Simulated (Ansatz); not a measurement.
System: chalcopyrite CdSnAs2. Method: r²SCAN (PAW; Ansatz, a first-principles code).

Numerical settings: plane-wave cutoff 560 eV, 8×8×8 k mesh, Fermi–Dirac smearing 0.01 eV, scalar-relativistic PAW data made under PBE.

Computed at the level's own relaxed cell.

Task: Give the computed volume per atom, bulk modulus, pressure derivative B′ of the bulk modulus, lattice parameter a and c axis length.

Result: 
- volume per atom = 28.37 Å³/atom
- bulk modulus = 55.1 GPa
- pressure derivative B′ of the bulk modulus = 4.5
- lattice parameter a = 6.143 Å
- c axis length = 12.029 Å

The run finds no gap.

Note: the gap of the solid is closed in this run; the relaxation could not lower the start's symmetry, so the cell can be a saddle point above a distorted one; this level leaves the solid without a gap, although one is measured; the bulk modulus comes from volumes at which shape and atoms were relaxed.

Spin–orbit coupling is not included; it can open a gap where bands touch, and shift volumes and moduli.

Static lattice: no zero-point or thermal effects.

The result took about 60 core-minutes (a rough figure).
